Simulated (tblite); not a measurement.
Compound: C₄H₄FN.
SMILES with atom numbers: `[CH3:1]/[C:2]([C:3]#[N:4])=[CH:5]/[F:6]` (hydrogens: H7, H8, H9 on C1; H10 on C5)

Computed with GFN2-xTB (tblite), gas phase: L-BFGS steps from a force-field or distance-geometry start until the largest atomic force falls under 0.01 eV/Å.

Geometry at step 4:
```
atom  x, y, z in Å
C1     -1.2708   -0.0385    0.0959
C2      0.2180    0.1085   -0.0087
C3      0.7673    1.4159    0.0938
N4      1.1885    2.4767    0.1739
C5      1.0204   -0.9441   -0.1871
F6      2.3465   -0.8319   -0.2861
H7     -1.6246    0.3364    1.0558
H8     -1.7640    0.5342   -0.6890
H9     -1.5707   -1.0809    0.0042
H10     0.6984   -1.9717   -0.2752
```

Q: Give the atomic forces at this geometry.

A: 
```csv
atom,Fx (eV/Å),Fy (eV/Å),Fz (eV/Å)
C1,-0.047,0.017,0.009
C2,0.101,-0.131,0.006
C3,-0.228,-0.290,-0.037
N4,0.046,0.118,0.018
C5,-0.018,0.137,-0.004
F6,0.046,0.017,0.008
H7,0.040,0.056,-0.007
H8,0.033,0.039,0.015
H9,0.110,0.024,-0.017
H10,-0.083,0.012,0.009
```

The largest, 0.37 eV/Å, acts on C3; the rms over all components is 0.088 eV/Å. The forces sum to zero within rounding, as they must for an isolated molecule in no field.

Q: Give the force on C3 in Eh/bohr and in nN.

A: 0.371 eV/Å ÷ 51.422 = 0.00721 Eh/bohr, and 0.371 eV/Å × 1.602 = 0.59 nN.

Q: How far is this geometry from the end of the optimisation?

A: 0.005 eV above it, and 0.023 Å rms away after alignment. The bonds farthest from their final lengths, with half the difference of the two atoms' forces along the bond (positive lengthens):

```tsv
bond	now (Å)	final (Å)	force along bond (eV/Å)
C2–C3	1.422	1.416	-0.14
C2=C5	1.336	1.332	-0.14
C1–H9	1.089	1.087	-0.02
C1–C2	1.500	1.498	+0.07
```

The angle farthest from its final value is C1–C2–C3, 117.9° against 116.2°.
